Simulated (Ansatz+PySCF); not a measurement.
A calculation with PySCF 2.14.0.

```python
from pyscf import gto, scf, mp

mol = gto.M(atom="""
S 0.000000 0.000000 -0.104020
H 0.000000 0.971530 0.832150
H 0.000000 -0.971530 0.832150
""", basis='6-31g', charge=0, spin=0)
mf = scf.RHF(mol)
mf.kernel()
pt = mp.MP2(mf, frozen=5).run()
print(mf.e_tot, pt.e_corr, pt.e_tot)
```

The script is written out from the run's settings.

The run gave:

```
Converged          : yes
Reference energy   : -398.62701 hartree
Correlation energy : -0.05859 hartree
Total energy       : -398.68560 hartree
```
